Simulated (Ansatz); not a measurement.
# CN (quartet): wave-function methods side by side at distance N1–C2 = 2.190 Å, 6-31G

How much of the correlation energy of CN (quartet) does each wave-function method recover here?

The runs use Ansatz 0.2.0, Gaussian basis; 6-31G, core rule «outside noble gas», up to 2 orbitals frozen.

The runs, in order: UHF; CCSD(T) on ROHF; CCSD(T) on UHF; BCCD(T) on ROHF; CISD; CCSDT(Q) on ROHF; CCSDT(Q) on UHF; CISDTQ; CCSDTQ on ROHF; CCSDTQ on UHF; CASSCF and MRCISD+Q, 5 electrons in 5 orbitals; CASSCF and NEVPT2, 5 electrons in 5 orbitals; CASSCF and MRCISD+Q, 9 electrons in 8 orbitals; CASSCF and NEVPT2, 9 electrons in 8 orbitals; Full CI; Full CI in the symmetry of the determinant.

14 further runs of the same task are left out: 1 for a known fault of the program, 11 that didn't finish, 2 set aside as unsound or not needed.

## (1) The geometry

The geometry derives from a PBE0/def2-TZVP stationary point (not a proven minimum). One bond is set to the value named and the two fragments are kept rigid.

2 atoms, charge 0, spin multiplicity 4.

Atoms are counted from 1 here; the program's logs count them from 0.

No contacts short enough for the rule that draws bonds.

## (2) UHF

The input, in.yaml:

```yaml
crystal:
  periodic: [false, false, false]
  atoms:
    - {symbol: N, position_ang: [0.000000, 0.000000, 0.000000]}
    - {symbol: C, position_ang: [0.000000, 0.000000, 2.190000]}
basis:
  gaussian: {orbitals: 6-31G}
magnetization: {spin_polarized: true, initial_magnetization: 3}
hamiltonian: {xc: hf}
output: {orbitals: {seedname: orbitals}}
```

The run is started by

```bash
ansatz run in.yaml --threads 1 --pin off --events-out ev --progress --plain --max-ram 2393MiB
```

Further steps of the session: CCSD(T) on ROHF; CCSD(T) on UHF; BCCD(T) on ROHF; CISD; CCSDT(Q) on ROHF; CCSDT(Q) on UHF; CISDTQ; CCSDTQ on ROHF; CCSDTQ on UHF; CASSCF and MRCISD+Q, 5 electrons in 5 orbitals; CASSCF and NEVPT2, 5 electrons in 5 orbitals; CASSCF and MRCISD+Q, 9 electrons in 8 orbitals; CASSCF and NEVPT2, 9 electrons in 8 orbitals; Full CI; Full CI in the symmetry of the determinant.

Before running them: what should the planned runs give, taken together? Wanted: FCI from the RHF energy; RMP2 from FCI; UMP2 from FCI; RCCSD from FCI; RCCSD(T) from FCI; UCCSD(T) from FCI; RCCSDT(Q) from FCI; UCCSDT(Q) from FCI; NEVPT2 pair from FCI.

As calculated:

| quantity | value |
| --- | --- |
| FCI from the ROHF energy | -4.7742 eV |
| RMP2 from FCI | +35.93 kcal/mol |
| UMP2 from FCI | +34.69 kcal/mol |
| RCCSD from FCI | +6.02 kcal/mol |
| RCCSD(T) from FCI | +1.49 kcal/mol |
| UCCSD(T) from FCI | +1.70 kcal/mol |
| RCCSDT(Q) from FCI | -0.05 kcal/mol |
| UCCSDT(Q) from FCI | -0.11 kcal/mol |
| NEVPT2 pair from FCI | +18.01 kcal/mol |
| NEVPT2 valence from FCI | +12.48 kcal/mol |
| MRCISD+Q valence from FCI | +0.55 kcal/mol |
| levels within 1 kcal/mol (43 meV) | RCCSDT, UCCSDT, CISDTQ, RCCSDT(Q), UCCSDT(Q), RCCSDTQ, UCCSDTQ, MRCISD+Q valence |
| T1 diagnostic | 0.046 |
| effectively unpaired electrons | 3.69 |

What this shows: RCCSD(T) misses by +1.49 kcal/mol, 1.3 % of the correlation energy. RCCSDT(Q), UCCSDT(Q) fall below full CI: unrestricted runs freeze a spin-polarised core, another one than full CI's, and coupled cluster isn't variational. The occupations show some static correlation. Of the multireference levels listed MRCISD+Q valence comes nearest in total energy (+0.55 kcal/mol), which doesn't show that its space is the better one. These misses are within one basis, not against nature; the frozen cores of restricted and unrestricted runs differ, which can shift their rows.

Levels on UHF freeze UHF's core orbitals, full CI those of ROHF, so the U rows can settle a little off it for that reason alone.

With open shells the CI space here admits some triples and quadruples, so it is larger than plain CISD.
